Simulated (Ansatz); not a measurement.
`CCC(F)(F)F`, relaxed with RKS PBE0-D4/def2-TZVP in Ansatz 0.2.0 from a PBE-D4/def2-SVP geometry. The force threshold is 0.005 eV/Å; the program also tests the step.

The species carries charge 0 and has multiplicity 1.

Start:

```xyz
11

C    -0.779   -1.041    0.230
C    -0.204    0.351    0.476
C     0.861    0.739   -0.529
F     1.914   -0.119   -0.501
F     1.344    1.980   -0.283
F     0.378    0.737   -1.798
H    -1.248   -1.104   -0.772
H    -1.549   -1.286    0.986
H     0.014   -1.812    0.284
H    -0.992    1.130    0.426
H     0.261    0.425    1.480
```

Q: How much energy does the relaxation release, and in how many steps? (Estimate.)

A: Ansatz gave: 4.43 kJ/mol, in 4 steps.

Q: Which bonds change most? (An estimate is asked.)

A: Computed: C2–H10 from 1.109 to 1.092 Å; C1–H7 from 1.108 to 1.091 Å; C1–H9 from 1.108 to 1.091 Å; C2–H11 from 1.109 to 1.092 Å.

Q: Give the relaxed structure. (An estimate is asked.)

A: Ansatz gave: 
```xyz
11

C    -0.774   -1.037    0.227
C    -0.203    0.348    0.473
C     0.854    0.733   -0.524
F     1.899   -0.108   -0.502
F     1.333    1.961   -0.279
F     0.383    0.739   -1.781
H    -1.240   -1.101   -0.757
H    -1.532   -1.268    0.976
H     0.004   -1.800    0.287
H    -0.980    1.114    0.419
H     0.257    0.418    1.462
```
